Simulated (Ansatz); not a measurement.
# singlet CF(+): levels of theory in one basis

```xyz
2

C    -0.0046   -0.0265   -0.5346
F    -0.0063    0.0271    0.6182
```

Basis set: def2-SVP (spherical functions). Frozen core: 2 orbitals. Charge 1, multiplicity 1.

Computed with Ansatz (development build ahead of 0.2.0); each method stands on the lowest determinant of its kind that the runs found.

| method | E − E(RHF) (eV) | <S²> of the determinant |
| --- | --- | --- |
| RHF | 0.00 | – |
| RHF-CCSD(T) | -8.11 | – |

Question: What does RHF-MP2 give on the same scale?

Answer: -7.44 eV.
